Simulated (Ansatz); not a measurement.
A made-up structure of SiNH2S, doublet:

N1  (-1.270, -0.027, 0.076)
Si2  (0.414, 0.059, 0.115)
S3  (1.367, 0.684, 1.724)
H4  (-1.660, -0.363, -0.807)
H5  (-0.920, -0.750, 0.705)
(Å)

It is relaxed with PBE-D4/def2-SVP and then PBE0-D4/def2-TZVP (Ansatz 0.2.0). Atoms count as bonded within 1.22 times the sum of their covalent radii (H–H: 0.88 Å). The end point is not checked to be a true minimum.

Does its bonding change? (Judge from chemistry; the calculation decides.)

By the calculation: Yes. Formed: none; broken: Si2–H5.

Where it ends: The first stage lowers the energy by 1.33 eV in 11 steps. It ends as SiNH₂S ([NH2][Si][S]):
N1  (-1.039, -0.322, 0.025)
Si2  (0.460, 0.454, 0.079)
S3  (1.562, 0.622, 1.691)
H4  (-1.588, -0.396, -0.815)
H5  (-1.464, -0.754, 0.832)
(Å)

Labels in which every atom is bracketed show which atoms are joined, not bond orders.

For scale, one of the runs: PBE0-D4/def2-TZVP relaxation, 117 basis functions, launched by `ansatz run in.yaml --threads 2 --pin off --events-out ev --progress --plain --max-ram 4352MiB`. Hardware: 2 CPU threads of an Intel Xeon Platinum 8259CL, shared host. Wall time about 22 s.
